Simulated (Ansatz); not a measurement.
BN⁺, doublet: reading a ladder of total energies

Geometry: a point of a stretch scan, not a stationary point.

```
atom   x (Å)   y (Å)   z (Å)
   B  0.0000  0.0000  0.0000
   N  0.0000  0.0000  3.9740
```

Basis cc-pVDZ; Ansatz 0.2.0. Correlated methods freeze the noble-gas cores, which leaves 7 electrons in 26 orbitals. R marks a restricted (for open shells ROHF) determinant.

Full CI is exact within this basis and frozen core; it isn't the basis-set limit.

Runs differ by some tens of microhartree through their thresholds and, for an open shell, their frozen cores, so steps under 0.03 kcal/mol mean nothing.

```tsv
level	total energy (hartree)
RHF	-78.488921
RMP2	-78.607250
RCCSD	-78.663573
RCCSD(T)	-78.669022
RCCSDT*	-78.673981
RCCSDT(Q)*	-78.674227
full CI	-78.674217
```

Problem. What is the correlation energy at full CI, and what share of it do RMP2 and RCCSD recover?

Solution. E(corr) = -78.674217 − (-78.488921) = -0.185296 hartree = -5.042 eV. RMP2: -0.118329 / -0.185296 = 63.86 %. RCCSD: -0.174652 / -0.185296 = 94.26 %.

Problem. By how many kcal/mol does RCCSD(T) miss full CI (1 hartree = 627.509 kcal/mol), and which steps make up the rest?

Solution. -78.669022 − (-78.674217) = 0.005195 hartree = 3.26 kcal/mol. Steps: RCCSDT − RCCSD(T) = -3.11, RCCSDT(Q) − RCCSDT = -0.15, full CI − RCCSDT(Q) = 0.01 kcal/mol. With more than one leading determinant such errors change with state and geometry, and needn't cancel in differences.

An asterisk marks runs whose energy the program itself flagged as in doubt.
